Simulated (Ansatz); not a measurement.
Ansatz (a first-principles code) input (PBE0/def2-TZVP):

Ansatz 0.2 input:
```yaml
crystal:
  periodic: [false, false, false]
  atoms:
    - {symbol: C, position_ang: [1.24148412, -0.38487645, -0.02448150]}
    - {symbol: C, position_ang: [0.13162726, 0.61399813, -0.00546734]}
    - {symbol: O, position_ang: [-1.21553909, -0.18225276, -0.04318967]}
    - {symbol: H, position_ang: [-2.01707153, 0.37302904, -0.00729226]}
    - {symbol: H, position_ang: [0.07373152, 1.22038304, 0.89478114]}
    - {symbol: H, position_ang: [0.04921562, 1.21477509, -0.90633540]}
    - {symbol: H, position_ang: [2.17782210, 0.17928470, -0.03733501]}
    - {symbol: H, position_ang: [1.25514759, -1.00629661, 0.87265789]}
    - {symbol: H, position_ang: [1.21308039, -1.00752305, -0.91762756]}
    - {symbol: H, position_ang: [-1.26628133, -0.89036033, 0.62636158]}
basis:
  gaussian:
    orbitals: def2-TZVP
hamiltonian:
  xc: {name: PBE0}
total_charge: 1
```

End of the output:

```
integrals: 0.04 GiB planned
819 factors; their error is unknown
mean field: 0.44 GiB planned
mean field evaluation 1: about -4211.1032 eV, gradient 8.2e1 eV
mean field evaluation 2: about -4205.7342 eV, gradient 9.6e1 eV
mean field evaluation 4: about -4223.9456 eV, gradient 5.1e0 eV
mean field evaluation 8: about -4223.9940 eV, gradient 4.4e-2 eV
mean field evaluation 16: about -4223.9811 eV, gradient 4.0e-5 eV
mean field -4223.98107230 eV, -155.2284412898 hartree, gradient 4.0e-5 eV, S^2 0.000000; 0 other end points of the search recorded, 0 dependent functions left out
reference -4223.98109660 eV, -155.2284421827 hartree; 13, 13 occupied and 122, 122 virtual orbitals, 819 factors
Total energy: -4223.98109660 eV, -155.2284421827 hartree
```

It need not be the lowest isomer of its formula.
